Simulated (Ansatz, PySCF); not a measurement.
For rock-salt MgS, PBE (plane waves, PAW; Ansatz, an electronic-structure program) gives:

| Item | Result |
|---|---|
| equilibrium lattice constant a | 5.230 Å |
| bulk modulus B0 | 74.0 GPa |
| cohesive energy | 3.72 eV/atom |

Q: What does MP2 in PySCF (GTH pseudopotentials, Gaussian basis) give for the same quantities?

A: 
- lattice constant a: 5.179 Å (decreases by 1.0 %)
- bulk modulus: 85.5 GPa (increases by 16 %)
- cohesive energy: 4.37 eV/atom (grows by 0.65 eV/atom)

For comparison: lattice constant a 5.188 Å (measured, corrected for zero-point motion; as tabulated in Goldzak et al. (2022), arXiv:2208.04865); bulk modulus 81 GPa (measured, corrected for zero-point motion; as tabulated in Goldzak et al. (2022), arXiv:2208.04865); cohesive energy 4.04 eV/atom (measured, corrected for zero-point motion; as tabulated in Goldzak et al. (2022), arXiv:2208.04865).

Changes are worked out from the printed values.

Unless a cell is named, each level is at its own relaxed cell (PBE 17.88, MP2 17.36 Å³/atom).

Ansatz's density-functional and Hartree–Fock values are scalar-relativistic unless marked +SOC, with PAW data made under PBE.
